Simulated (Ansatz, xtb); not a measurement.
**C5H9N: which of two isomers lies lower**

Structure I: `CCCCC#N`, a singlet. Structure II: `[H]/N=C1/CC[C@H]1C`, a singlet. Both are isolated molecules in the gas phase, relaxed with B3LYP/def2-SVP; the shapes shown needn't be the lowest conformers.

I (Å):

```xyz
15

C    -0.9845    0.9704   -2.6131
C    -0.4008    0.0457   -1.5444
C    -1.4693   -0.5952   -0.6544
C    -0.8655   -1.5236    0.4159
C    -1.8711   -2.1477    1.2790
N    -2.6800   -2.6325    1.9523
H    -0.1920    1.4151   -3.2352
H    -1.5555    1.7974   -2.1594
H    -1.6690    0.4257   -3.2844
H     0.3081    0.6106   -0.9123
H     0.1950   -0.7498   -2.0277
H    -2.1778   -1.1717   -1.2735
H    -2.0641    0.1898   -0.1567
H    -0.2772   -2.3265   -0.0609
H    -0.1633   -0.9635    1.0572
```

II (Å):

```tsv
atom	x (Å)	y (Å)	z (Å)
C	-1.3881	-0.4431	-0.4674
C	-0.4458	0.7474	-0.3605
C	0.2515	1.3180	-1.6357
C	1.6027	1.3846	-0.8638
C	0.9615	0.5253	0.2156
N	1.4799	-0.1939	1.1163
H	-1.6679	-0.8206	0.5305
H	-0.9190	-1.2731	-1.0208
H	-2.3200	-0.1700	-0.9886
H	-0.9345	1.5679	0.1975
H	0.2753	0.5790	-2.4516
H	-0.1437	2.2658	-2.0283
H	1.8434	2.3972	-0.4985
H	2.4999	0.9657	-1.3447
H	0.7521	-0.7073	1.6318
```

Quicker runs give these differences E(II) − E(I): GFN2-xTB +1.9 kcal/mol; HF/STO-3G +25.6 kcal/mol (at GFN2-xTB geometries); r2SCAN-D4/def2-SVP +16.0 kcal/mol (at GFN2-xTB geometries).

Task: Estimate E(II) − E(I) at the level CCSD(T)/def2-SVP + ΔMP2/def2-TZVPP.

Result: Calculated at CCSD(T)/def2-SVP + ΔMP2/def2-TZVPP: E(II) − E(I) = +21.5 kcal/mol, so structure I lies lower.

The same difference at several levels:

```json
{"level": "GFN2-xTB", "geometry": "GFN2-xTB", "E(II) − E(I) (kcal/mol)": "+1.9", "departure from the last row (kcal/mol)": "−19.5", "job, with rough time for the two": "optimisation, 0.18 s"}
{"level": "HF/STO-3G", "geometry": "GFN2-xTB", "E(II) − E(I) (kcal/mol)": "+25.6", "departure from the last row (kcal/mol)": "+4.1", "job, with rough time for the two": "single point, 0.56 s"}
{"level": "r2SCAN-D4/def2-SVP", "geometry": "GFN2-xTB", "E(II) − E(I) (kcal/mol)": "+16.0", "departure from the last row (kcal/mol)": "−5.4", "job, with rough time for the two": "single point, 4.1 s"}
{"level": "B3LYP/def2-SVP", "geometry": "B3LYP/def2-SVP", "E(II) − E(I) (kcal/mol)": "+19.2", "departure from the last row (kcal/mol)": "−2.3", "job, with rough time for the two": "optimisation, 74 s"}
{"level": "HF/def2-SVP", "geometry": "B3LYP/def2-SVP", "E(II) − E(I) (kcal/mol)": "+25.9", "departure from the last row (kcal/mol)": "+4.4", "job, with rough time for the two": "part of the CCSD(T) run"}
{"level": "MP2/def2-SVP", "geometry": "B3LYP/def2-SVP", "E(II) − E(I) (kcal/mol)": "+24.7", "departure from the last row (kcal/mol)": "+3.2", "job, with rough time for the two": "part of the CCSD(T) run"}
{"level": "CCSD(T)/def2-SVP", "geometry": "B3LYP/def2-SVP", "E(II) − E(I) (kcal/mol)": "+22.9", "departure from the last row (kcal/mol)": "+1.5", "job, with rough time for the two": "single point"}
{"level": "CCSD(T)/def2-SVP + ΔMP2/def2-TZVPP", "geometry": "B3LYP/def2-SVP", "E(II) − E(I) (kcal/mol)": "+21.5", "departure from the last row (kcal/mol)": "", "job, with rough time for the two": "single point, 63 s"}
```

As drawn, II has 1 N–H, 1 C=N, 1 C–C in place of 1 C≡N, 1 C–H. Structure I has no ring, II a 4-membered ring.

None of the levels shown reverses the order. The largest departure from CCSD(T)/def2-SVP + ΔMP2/def2-TZVPP is that of GFN2-xTB, 19.5 kcal/mol. The last row adds to CCSD(T) the change of the MP2 difference between the two basis sets, here −1.5 kcal/mol.

With thermal terms from frequencies at re-optimised GFN2-xTB minima (ideal gas, soft modes damped towards free rotors, one conformer each, 298.15 K, 1 atm): the zero-point term adds +0.3 kcal/mol; ΔH is +21.2 and ΔG +22.6 kcal/mol.

The correlated steps freeze 6 core orbitals. Mirror images aren't counted in ΔG. Codes used: Ansatz 0.2.0, xtb 6.7.1; the last row on 2 threads of Intel(R) Xeon(R) Platinum 8375C CPU @ 2.90GHz (Ice Lake) on a shared host.
